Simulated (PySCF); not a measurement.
**S3: fields on a plane**

All numbers come from r2SCAN in PySCF with S def2-TZVP; no relativity; density-fitted integrals.

The singlet minimum has S–S 1.918 Å (×2); S–S–S 118.3°.

The plane holds S1 at (0.00, 0.00), S2 at (1.92, 0.00), S3 at (-0.91, 1.69) Å. Columns run from x = -2.85 to 4.35 Å, rows from y = 4.05 (top) to -1.95 Å, in steps of 0.3 Å. Other isomers or separated fragments may lie lower.

Problem. Give the electron density (e/Å³) (cut at 5 e/Å³). Lower edges of the bins (e/Å³): '0' 0.000, '1' 0.030, '2' 0.076, '3' 0.151, '4' 0.268, '5' 0.455, '6' 0.750, '7' 1.218, '8' 1.960, '9' 3.136; top 5.00.

Solution. 
```
0000000000000000000000000
0000000000000000000000000
0000000000000000000000000
0000112211100000000000000
0001233332110000000000000
0012355554310000000000000
0023567765421000000000000
0124679976421000000000000
0134689986431111111000000
0124679976532222322100000
0123567776543344443210000
0012456677655556665321000
0011235678866667876421000
0001134689987779996531000
0000124689987679996531000
0000024578866667876421000
0000013466655556665320000
0000012344433344543210000
0000001122221223322100000
0000000011100111111000000
0000000000000000000000000
```

Problem. Give the electrostatic potential (V) (cut at 20 V). Lower edges of the bins (V): '0' -0.52, '1' -0.40, '2' -0.21, '3' 0.10, '4' 0.58, '5' 1.34, '6' 2.56, '7' 4.48, '8' 7.52, '9' 12.35; top 20.0.

Solution. 
```
2333332221111111222222222
3333333221111111112222222
3333333321100111111122222
3334455432100011111112222
3345667654200000111111222
3346789986420000001111222
2357999998631100000011222
2357999999743210000011222
1257999999754322111111222
1247999999865444443222222
0135899999876667775433222
1124689999998889998653332
1123568999999999999864333
2223468999999999999965433
2233468999999999999965433
2233457999999999999864433
2333456799998789998654333
2333345677876667776543333
2333334455655444443332222
2333333344444322111222222
2333333333333221001122222
```
